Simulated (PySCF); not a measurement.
**Which determinant of N₂ lies lowest?**

Unrestricted PBE0; basis N def2-TZVP; no relativity; PySCF 2.14. Outer shells of the fragments: N 2s2 2p3; N 2s2 2p3.

Followed along the bond (rough minima from three points):

```csv
2Ms+1,unpaired,⟨S²⟩ at the start,R at minimum (Å),Te (eV)
1,none,0.00,1.09,0.00
3,π ↑↑,2.01,1.27,6.41
5,π ↑↑↑↑,6.01,none in the scan,≤ 9.26
```

Solutions found at the starting distance of 1.310 Å, counted from the lowest of them; the search is not exhaustive and high or unbound solutions are not listed, so other states can lie among these:

```json
{"2Ms+1": "1", "unpaired": "none", "term": "¹Σ⁺", "E (eV)": "0.00", "⟨S²⟩": "0.00", "⟨Lz²⟩": "0.00"}
{"2Ms+1": "3", "unpaired": "π ↑↑", "term": "mixed", "E (eV)": "4.09", "⟨S²⟩": "2.01", "⟨Lz²⟩": "2.01"}
{"2Ms+1": "3", "unpaired": "π ↑↑", "term": "mixed", "E (eV)": "5.13", "⟨S²⟩": "2.01", "⟨Lz²⟩": "2.00"}
{"2Ms+1": "3", "unpaired": "σ ↑, π ↑", "term": "³Π", "E (eV)": "5.22", "⟨S²⟩": "2.01", "⟨Lz²⟩": "1.00"}
{"2Ms+1": "5", "unpaired": "π ↑↑↑↑", "term": "⁵Σ⁺", "E (eV)": "7.74", "⟨S²⟩": "6.01", "⟨Lz²⟩": "0.00"}
{"2Ms+1": "5", "unpaired": "σ ↑, π ↑↑↑", "term": "⁵Π", "E (eV)": "8.50", "⟨S²⟩": "6.01", "⟨Lz²⟩": "1.00"}
```

A term symbol is given only where ⟨S²⟩ and ⟨Lz²⟩ are close to those of a pure state; real π, δ and φ orbitals otherwise mix terms, and g/u labels are left off.

Question: Compare the gap between the two lowest followed solutions at the starting distance with the gap between their minima.

Answer: At PBE0 the second solution (triplet, unpaired electrons π ↑↑) lies +4.09 eV from the first (singlet, closed shell) at 1.310 Å and +6.41 eV at the minima; the two curves relax by different amounts, since their minima lie near 1.27 and 1.09 Å.

The measured ground state is X ¹Σg+ (Huber and Herzberg, Constants of Diatomic Molecules (1979)).

Counting both spins, an empty level lies below a filled one in some of these solutions, because spin and occupation are held.
